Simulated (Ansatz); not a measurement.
Structure relaxation of RbAs₂

The calculation used DFT PBE, scalar-relativistic, plane waves, PAW (Ansatz 0.2.0). Cutoff 420 eV, Γ-centred k mesh, Gaussian smearing, no spin polarisation in the final step.

The start puts RbAs₂ on the sites of a reported Cr2B cell (I4/mcm, No. 140), with Rb in place of B, As in place of Cr, at a guessed volume.

```
CELL_PARAMETERS angstrom
-3.69197 3.69197 3.07320
3.69197 -3.69197 3.07320
3.69197 3.69197 -3.07320
ATOMIC_POSITIONS crystal
Rb 0.25000 0.25000 0.00000
Rb 0.75000 0.75000 0.00000
As 0.66700 0.16700 0.83400
As 0.16700 0.33300 0.50000
As 0.33300 0.83300 0.16600
As 0.83300 0.66700 0.50000
```

Cell and atoms relax at zero pressure; the relaxation can't lower the symmetry of the start. After a coarse first stage the cell is made exact in the group found at 0.06 Å.

The zero of energy is the elements' standard structures at the same level; no fitted shifts are applied.

(1) What does it relax into?

(2) What are its volume, energy, density and gap?

## Answers

(1) It keeps I4/mcm (No. 140), but not the shape of the type it started on. Conventional cell: a = 6.987 Å, c = 9.733 Å. Around Rb lie 8 As at 3.73 Å; around As lie 1 As at 2.21 Å.

Space group I4/mcm (No. 140). a = 6.987 Å, b = 6.987 Å, c = 9.733 Å, α = 90.00°, β = 90.00°, γ = 90.00°
| atom | site | symmetry | x | y | z |
| --- | --- | --- | --- | --- | --- |
| Rb | 4a | 422 | 0.0000 | 0.0000 | 0.2500 |
| As | 8h | m.2m | 0.1116 | 0.6116 | 0.0000 |

(2) The volume per atom is 39.59 Å³. The density is 3.29 g/cm³. The energy over the elements is 0.02 eV/atom and the gap on the 8×8×8 mesh is 0 eV (a metal).

The final run used a 8×8×8 mesh on its 6-atom cell and 0.10 eV smearing. For metals, differences of a few meV/atom aren't resolved. Symmetry constrained the relaxation, so the result can be a saddle point.

Cost: 3 runs of about 5.2 core-minutes in all, on Intel Xeon Platinum 8375C (Ice Lake) (shared hosts).